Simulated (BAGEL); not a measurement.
# CH4BO (SMILES [BH]OC) at ROHF/def2-TZVP (density fitting with qzvpp-jkfit)

Aim: the energy change on altering one bond length of CH4BO at ROHF/def2-TZVP (density fitting with qzvpp-jkfit), from 2 runs. 

The calculation is run with BAGEL 1.2.2.

## (1) The structure to begin with

The species is CH4BO (7 atoms), meant as a doublet with charge 0. As SMILES, `[BH]OC`. Geometry: relaxed at PBE0-D4/def2-TZVP. This is one conformer, not always the lowest.

Bond lengths: B1–O2 1.320 Å, O2–C3 1.426 Å, B1–H4 1.207 Å, C3–H5 1.093 Å, C3–H6 1.090 Å, C3–H7 1.090 Å. Angles: B1–O2–C3 124.1°, O2–B1–H4 124.7°, O2–C3–H5 110.9°, O2–C3–H6 108.4°, O2–C3–H7 108.4°, H5–C3–H6 109.9°, H5–C3–H7 109.9°, H6–C3–H7 109.2°.

## (2) The energy at ROHF/def2-TZVP (density fitting with qzvpp-jkfit)

calc.json reads:

```json
{ "bagel": [

{
  "title": "molecule",
  "basis": "def2-tzvp.json",
  "df_basis": "qzvpp-jkfit",
  "angstrom": true,
  "geometry": [
    { "atom": "B", "xyz": [   -1.319600,   -1.025700,   -0.172900 ] },
    { "atom": "O", "xyz": [   -0.272400,   -0.707100,    0.564500 ] },
    { "atom": "C", "xyz": [    0.642200,    0.338600,    0.243900 ] },
    { "atom": "H", "xyz": [   -1.628500,   -0.474200,   -1.201600 ] },
    { "atom": "H", "xyz": [    0.357800,    0.834000,   -0.687600 ] },
    { "atom": "H", "xyz": [    0.643000,    1.059300,    1.062300 ] },
    { "atom": "H", "xyz": [    1.638900,   -0.092800,    0.145600 ] }
  ]
},
{
  "title": "rohf",
  "nopen": 1
},
{
  "title": "print",
  "file": "orbitals.molden",
  "orbitals": true
}

]}
```

The basis set def2-TZVP is read from a file made from the Basis Set Exchange's data (not shown).

Launch:

```console
BAGEL_NUM_THREADS=1 BAGEL calc.json > calc.out
```

Standard output:

```text
* using 1 threads per process

  ===============================================================
  ===============================================================

  *** Geometry ***

  { "atom" : "B", "xyz" : [     -2.493683,     -1.938292,     -0.326734 ] },
  { "atom" : "O", "xyz" : [     -0.514761,     -1.336225,      1.066750 ] },
  { "atom" : "C", "xyz" : [      1.213582,      0.639861,      0.460904 ] },
  { "atom" : "H", "xyz" : [     -3.077419,     -0.896108,     -2.270695 ] },
  { "atom" : "H", "xyz" : [      0.676144,      1.576032,     -1.299376 ] },
  { "atom" : "H", "xyz" : [      1.215094,      2.001787,      2.007456 ] },
  { "atom" : "H", "xyz" : [      3.097072,     -0.175367,      0.275144 ] },

  Number of auxiliary basis functions:      299

  Since a DF basis is specified, we compute 2- and 3-index integrals:
    o Being stored without compression. Storage requirement is 0.033 GB

  Number of basis functions:      117
  Number of electrons      :       23

    * METHOD: MOLECULE                             0.09

  *** Open-shell HF ***

  === Nuclear Repulsion ===
    64.6361821109

      * DIIS with orbital gradients will be used.

  === ROHF iteration (def2-tzvp.json) ===
      0       -139.47816721          0.04632576           0.04
      1       -139.62752125          0.03810565           0.04
      2       -139.70024847          0.02587335           0.04
      3       -139.76109976          0.00223216           0.04
      4       -139.76274250          0.00105438           0.04
      5       -139.76319745          0.00032829           0.04
      6       -139.76330490          0.00008749           0.04
      7       -139.76334602          0.00002027           0.04
      8       -139.76335665          0.00000677           0.04
      9       -139.76335838          0.00000333           0.04
     10       -139.76335854          0.00000092           0.05
     11       -139.76335871          0.00000030           0.05
     12       -139.76335875          0.00000010           0.04
     13       -139.76335876          0.00000004           0.04
     14       -139.76335876          0.00000001           0.04
     15       -139.76335876          0.00000001           0.04
    * SCF iteration converged.

    * S^2 (ROHF) is 0.7500

    * Permanent dipole moment:
           (   -0.552635,    -0.665358,     0.235823) a.u.

    * METHOD: ROHF                                 0.78

    * METHOD: PRINT                                0.02

  ===============================================================
```

Run time: 1.1 s. Hardware: 1 thread of AMD EPYC 9R45 (Zen 5), shared host; peak memory 0.098 GiB.

## (3) The distorted shape at the same level

job.json reads:

```json
{ "bagel": [

{
  "title": "molecule",
  "basis": "def2-tzvp.json",
  "df_basis": "qzvpp-jkfit",
  "angstrom": true,
  "geometry": [
    { "atom": "B", "xyz": [      -1.469133,      -0.960978,      -0.158152 ] },
    { "atom": "O", "xyz": [      -0.421933,      -0.642378,       0.579248 ] },
    { "atom": "C", "xyz": [       0.492667,       0.403322,       0.258648 ] },
    { "atom": "H", "xyz": [      -1.778033,      -0.409478,      -1.186852 ] },
    { "atom": "H", "xyz": [       0.208267,       0.898722,      -0.672852 ] },
    { "atom": "H", "xyz": [       0.493467,       1.124022,       1.077048 ] },
    { "atom": "H", "xyz": [       1.638900,      -0.092800,       0.145600 ] }
  ]
},

{
  "title": "rohf",
  "nopen": 1
},

{
  "title": "print",
  "file": "orbitals.molden",
  "orbitals": true
}

]}
```

The basis set def2-TZVP is read from a file made from the Basis Set Exchange's data (not shown).

Launch:

```console
BAGEL_NUM_THREADS=1 BAGEL job.json > job.out
```

Standard output:

```text
* using 1 threads per process

  ===============================================================
  ===============================================================

  *** Geometry ***

  { "atom" : "B", "xyz" : [     -2.776259,     -1.815985,     -0.298864 ] },
  { "atom" : "O", "xyz" : [     -0.797338,     -1.213918,      1.094620 ] },
  { "atom" : "C", "xyz" : [      0.931006,      0.762168,      0.488774 ] },
  { "atom" : "H", "xyz" : [     -3.359995,     -0.773801,     -2.242825 ] },
  { "atom" : "H", "xyz" : [      0.393568,      1.698338,     -1.271506 ] },
  { "atom" : "H", "xyz" : [      0.932517,      2.124094,      2.035326 ] },
  { "atom" : "H", "xyz" : [      3.097072,     -0.175367,      0.275144 ] },

  Number of auxiliary basis functions:      299

  Since a DF basis is specified, we compute 2- and 3-index integrals:
    o Being stored without compression. Storage requirement is 0.033 GB

  Number of basis functions:      117
  Number of electrons      :       23

    * METHOD: MOLECULE                             0.09

  *** Open-shell HF ***

  === Nuclear Repulsion ===
    64.0578178906

      * DIIS with orbital gradients will be used.

  === ROHF iteration (def2-tzvp.json) ===
      0       -139.47427829          0.04546445           0.04
      1       -139.61728808          0.03735987           0.05
      2       -139.68668753          0.02556250           0.04
      3       -139.74649966          0.00214166           0.05
      4       -139.74807091          0.00100949           0.04
      5       -139.74849051          0.00032292           0.04
      6       -139.74858945          0.00008457           0.04
      7       -139.74862977          0.00001946           0.04
      8       -139.74864007          0.00000656           0.05
      9       -139.74864168          0.00000328           0.04
     10       -139.74864185          0.00000094           0.04
     11       -139.74864202          0.00000032           0.04
     12       -139.74864206          0.00000011           0.04
     13       -139.74864207          0.00000005           0.04
     14       -139.74864207          0.00000002           0.04
     15       -139.74864208          0.00000001           0.04
     16       -139.74864208          0.00000001           0.04
    * SCF iteration converged.

    * S^2 (ROHF) is 0.7500

    * Permanent dipole moment:
           (   -0.485081,    -0.670596,     0.232674) a.u.

    * METHOD: ROHF                                 0.83

    * METHOD: PRINT                                0.02

  ===============================================================
```

It took 1.1 s on 1 thread of AMD EPYC 9R45 (Zen 5), shared host; peak memory 0.098 GiB.

## (4) Outcome

At ROHF/def2-TZVP (density fitting with qzvpp-jkfit):

| quantity | value |
| --- | --- |
| first shape: total energy | -139.76336 Eh |
| first shape: dipole moment | 2.28 D |
| first shape: ⟨S²⟩ | 0.750 |
| distorted shape: total energy | -139.74864 Eh |
| distorted shape: dipole moment | 2.19 D |
| distorted shape: ⟨S²⟩ | 0.750 |
| energy change with the C3–H7 bond stretched from 1.090 to 1.254 Å | 0.400 eV |

**Reading.** With the C3–H7 bond stretched from 1.090 to 1.254 Å the energy rises by 0.40 eV (9.2 kcal/mol). The first shape isn't relaxed at this level, so the change isn't measured from a minimum.
